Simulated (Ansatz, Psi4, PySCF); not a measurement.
Molecule: CHCl$_{2}$ (charge 0, doublet). SMILES: Cl[CH]Cl
Geometry: optimised at B3LYP-D3(BJ)/def2-TZVP (Ansatz, a quantum-chemistry and plane-wave program).

Quantity: atomisation energy, in kcal/mol. Terms: open shells spin-unrestricted; 6-31G* and kin with 6d, 5d where marked; 6-311+G** with 5d, 6d on Na to Ar in Ansatz; LANL2DZ with its own core potentials from Na on; frozen cores in correlated levels; atomisation electronic, to ground-state atoms; non-relativistic; spin-orbit terms left out; dispersion terms only where a functional's name holds one. CBS marks a two-point X^-3 extrapolation of the correlation energy; Hartree-Fock from the larger set. [CCSD(T)-MP2]/basis is that difference in the basis named. Ab initio and DFT rows: single points at B3LYP-D3(BJ) geometries (Ansatz).

Coupled cluster (Ansatz) is a level with limits of its own, used here on species with T1 under 0.025 (0.045 for open shells) and stable references: RI-MP2/CBS(aug-cc-pV(T+d)Z,aug-cc-pV(Q+d)Z)+[CCSD(T)-MP2]/aug-cc-pV(T+d)Z.

Value to compare with, RI-MP2/CBS(aug-cc-pV(T+d)Z,aug-cc-pV(Q+d)Z)+[CCSD(T)-MP2]/aug-cc-pV(T+d)Z (Ansatz): 267.7 kcal/mol.

```csv
level,program,atomisation energy (kcal/mol),difference
HF/LANL2DZ,Ansatz,136.6,-131.1
HF/6-311+G**,Ansatz,177.5,-90.2
PBE/3-21G,Ansatz,249.4,-18.3
BLYP/6-31G*,Ansatz,261.9,-5.8
B3LYP/3-21G,Ansatz,227.7,-40.0
B3LYP/LANL2DZ,Ansatz,225.0,-42.7
B3LYP/def2-SVP,Ansatz,263.6,-4.1
wB97X-D/6-311+G**,Psi4,262.8,-4.9
B3PW91/6-31G* (5d),PySCF,267.2,-0.5
PBE/def2-TZVPD,Ansatz,283.8,16.1
wB97M-V/def2-TZVPD,Ansatz,270.1,2.4
```

Among the 9 habitual levels, HF/LANL2DZ lies farthest from RI-MP2/CBS(aug-cc-pV(T+d)Z,aug-cc-pV(Q+d)Z)+[CCSD(T)-MP2]/aug-cc-pV(T+d)Z (Ansatz) (-131.1 kcal/mol) and B3PW91/6-31G* (5d) nearest (-0.5); 0 of 9 lie above it, and their mean absolute difference is 37.5 kcal/mol, the median 18.3. One case shows no general order.

The levels are drawn from those run, B3LYP/6-31G* more often than the rest, none by its result; runs whose electronic state is in doubt are left out.
